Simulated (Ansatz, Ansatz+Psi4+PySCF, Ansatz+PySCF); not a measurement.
```json
{"atom": "H", "x (Å)": "0.1466", "y (Å)": "-1.1284", "z (Å)": "0.0000"}
{"atom": "F", "x (Å)": "0.0000", "y (Å)": "0.3304", "z (Å)": "0.0000"}
{"atom": "H", "x (Å)": "-0.1466", "y (Å)": "-1.8454", "z (Å)": "0.0000"}
```

Basis set: cc-pVTZ (spherical functions). Left uncorrelated: 1 orbital. Correlation on ROHF uses semicanonical orbitals with singles. Charge 0, multiplicity 2.

Computed with Ansatz (development build ahead of 0.2.0); each method stands on the lowest determinant of its kind that the runs found.

The atomization energy at this shape (free ground-state atoms in the same class of orbitals less the molecule, no zero-point energy) of doublet H₂F:

| method | atomization energy |
| --- | --- |
| UHF-MP2 | 97.95 kcal/mol |
| ROHF-MP2 | 97.27 kcal/mol |
| UHF | 70.39 kcal/mol |
| ROHF | 68.90 kcal/mol |

**Question.** What does UHF-CCSD(T) give?

**Answer.** 104.91 kcal/mol.
